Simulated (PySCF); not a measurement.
A calculation to check before its numbers are used.

A core-ionisation job on [CN]-, SMILES `[C-]#N` (charge -1). Theory: PySCF, delta-SCF UKS SCAN, pcX-2 on the ionised atom, pcseg-1 elsewhere, spin-free X2C.

Driver input (Å, GFN2-xTB geometry):

```
{"job": {"kind": "xps"}, "charge": -1, "multiplicity": 1}
C      0.6014    -0.0032    -0.0025
N     -0.5987     0.0045    -0.0117
```

Output:

```
ground state, core basis on atom 0 (C), 59 functions
  cycle   1  E = -92.78914263  |g| = 4.27e-01
  cycle   2  E = -92.71556933  |g| = 7.15e-01
  cycle   3  E = -92.82568195  |g| = 2.91e-01
  cycle   4  E = -92.84691349  |g| = 1.12e-02
  cycle   5  E = -92.84693852  |g| = 4.95e-03
  cycle   6  E = -92.84694420  |g| = 6.95e-04
  cycle   7  E = -92.84694444  |g| = 1.53e-04
  E(ground) = -92.85052920 Eh
hole in C 1s of atom 0
  cycle   1  E = -81.88525975  |g| = 1.47e+00
  cycle   2  E = -80.48873544  |g| = 2.15e+00
  cycle   3  E = -81.71566936  |g| = 1.27e+00
  cycle   4  E = -82.41101916  |g| = 1.27e-01
  cycle   5  E = -82.41789884  |g| = 2.73e-02
  cycle   6  E = -82.41857355  |g| = 1.04e-02
  cycle   7  E = -82.41887468  |g| = 7.01e-03
  cycle   8  E = -82.41914801  |g| = 2.69e-03
  cycle   9  E = -82.41915776  |g| = 9.40e-04
  cycle  10  E = -82.41915918  |g| = 1.94e-04
  E(ion) = -82.42137072 Eh   <S^2> = 0.8557   hole on atom = 1.000   binding energy = 283.792 eV
ground state, core basis on atom 1 (N), 59 functions
  cycle   1  E = -92.85525536  |g| = 8.51e-02
  cycle   2  E = -92.85256004  |g| = 1.17e-01
  cycle   3  E = -92.85468335  |g| = 7.04e-02
  cycle   4  E = -92.85576724  |g| = 9.02e-03
  cycle   5  E = -92.85578898  |g| = 6.44e-04
  cycle   6  E = -92.85578911  |g| = 4.66e-05
  E(ground) = -92.85712624 Eh
hole in N 1s of atom 1
  cycle   1  E = -77.56682991  |g| = 1.84e+00
  cycle   2  E = -76.68024953  |g| = 2.19e+00
  cycle   3  E = -77.89460052  |g| = 9.69e-01
  cycle   4  E = -78.21364259  |g| = 2.89e-01
  cycle   5  E = -78.25414127  |g| = 5.30e-02
  cycle   6  E = -78.25564878  |g| = 1.01e-02
  cycle   7  E = -78.25583924  |g| = 5.27e-03
  cycle   8  E = -78.25591560  |g| = 1.63e-03
  cycle   9  E = -78.25591989  |g| = 4.53e-04
  E(ion) = -78.25685095 Eh   <S^2> = 0.8088   hole on atom = 1.000   binding energy = 397.294 eV
```

The program numbers atoms from 0. E(ground) and E(ion) are re-evaluated on a finer grid than the cycles, so they differ from the last cycles; that is no fault.

Q: Do all binding energies of this run deserve the same trust?

A: No. Every hole passed the driver's convergence checks (|g| < 5e-4, core orbital emptied to over 0.9), but ⟨S²⟩ is 0.856 for C1s on atom 0, against 0.75 for a pure doublet, so the unrestricted ion state holds higher spin components.

Q: How can it be mended?

A: Recompute such holes with a restricted open-shell or spin-projected scheme and compare; until then these binding energies are doubtful.

Hardware: one thread of an Arm Neoverse V1, on a shared host. Cost: 1.3 s of wall time.
